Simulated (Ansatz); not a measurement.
**B₂O+ (quartet): wave-function methods side by side, cc-pVDZ**

How much of the correlation energy of B₂O+ (quartet) does each wave-function method recover here?

Computed with Ansatz 0.2.0, Gaussian basis. Level: cc-pVDZ, correlated electrons: outside noble gas.

The runs, in order: UHF; CCSD(T) on ROHF; CCSD(T) on UHF; BCCD(T) on ROHF; CISD; CCSDT(Q) on ROHF; CCSDT(Q) on UHF.

### 1 The system

The geometry is a PBE0/def2-TZVP stationary point (not a proven minimum) of the parent state, kept for this charge and spin.

3 atoms, charge 1, spin multiplicity 4.

Atoms are counted from 1 here; the program's logs count them from 0.

Bond lengths: B1–O2 1.329 Å, O2–B3 1.303 Å. Angles: B1–O2–B3 180.0°.

Coordinates:

```xyz
3

B     0.0000    0.0000    1.3205
O     0.0000    0.0000   -0.0086
B     0.0000    0.0000   -1.3119
```

In the tables R marks a restricted open-shell determinant and U an unrestricted one; correlation energies count from the lowest restricted Hartree-Fock solution.

### 2 UHF

File in.yaml:

```yaml
crystal:
  periodic: [false, false, false]
  atoms:
    - {symbol: B, position_ang: [0.000000, 0.000000, 1.320500]}
    - {symbol: O, position_ang: [0.000000, 0.000000, -0.008600]}
    - {symbol: B, position_ang: [0.000000, 0.000000, -1.311900]}
basis:
  gaussian: {orbitals: cc-pVDZ}
total_charge: 1
magnetization: {spin_polarized: true, initial_magnetization: 3}
hamiltonian: {xc: hf}
output: {orbitals: {seedname: orbitals}}
```

Launch:

```bash
$ ansatz run in.yaml --threads 1 --pin off --events-out ev --progress --plain --max-ram 2393MiB
```

After this run come: CCSD(T) on ROHF; CCSD(T) on UHF; BCCD(T) on ROHF; CISD; CCSDT(Q) on ROHF; CCSDT(Q) on UHF.

**Question.** What will the summary of the whole plan be? Wanted: correlation energy, UCCSDT(Q); RMP2 from UCCSDT(Q); UMP2 from UCCSDT(Q); RCCSD from UCCSDT(Q); RCCSD(T) from UCCSDT(Q); UCCSD(T) from UCCSDT(Q); RCCSDT(Q) from UCCSDT(Q); T1 diagnostic.

As calculated:

```
                                      quantity                      value
                 correlation energy, UCCSDT(Q)                 -7.6069 eV
                           RMP2 from UCCSDT(Q)                 +701.7 meV
                           UMP2 from UCCSDT(Q)                 +656.7 meV
                          RCCSD from UCCSDT(Q)                 +298.8 meV
                       RCCSD(T) from UCCSDT(Q)                  +48.7 meV
                       UCCSD(T) from UCCSDT(Q)                  +51.4 meV
                      RCCSDT(Q) from UCCSDT(Q)                   +5.6 meV
levels of the table within 1 kcal/mol (43 meV)  RCCSDT, UCCSDT, RCCSDT(Q)
                                 T1 diagnostic                      0.053
```

**Reading.** RCCSD(T) lands +48.7 meV from the yardstick (0.6 % of the correlation energy). These misses are within one basis, not against nature; the frozen cores of restricted and unrestricted runs differ, which can shift their rows.
